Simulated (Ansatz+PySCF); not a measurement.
doublet N₂H₄(+): levels of theory in one basis

```tsv
atom	x (Å)	y (Å)	z (Å)
N	-0.0299	0.0000	0.6535
N	0.0299	0.0000	-0.6535
H	0.0077	-0.8633	1.1430
H	0.0077	0.8633	1.1430
H	-0.0077	-0.8633	-1.1430
H	-0.0077	0.8633	-1.1430
```

Basis set: cc-pVTZ (spherical functions). Correlated methods keep 2 orbitals frozen. Correlation on ROHF uses semicanonical orbitals with singles. Charge 1, multiplicity 2.

Computed with Ansatz (development build ahead of 0.2.0) and PySCF 2.14.0; each method stands on the lowest determinant of its kind that the runs found.

```tsv
method	E − E(ROHF) (eV)	<S²> of the determinant
ROHF	0.00	0.75
UHF	-0.24	0.77
ROHF-MP2	-11.25	–
UHF-MP2	-11.13	0.77
```

Q: What does ROHF-CCSD(T) give on the same scale?

A: -12.07 eV.

Caution for ROHF-MP2, UHF-MP2: MP2 on this radical cation hangs on the determinant chosen.
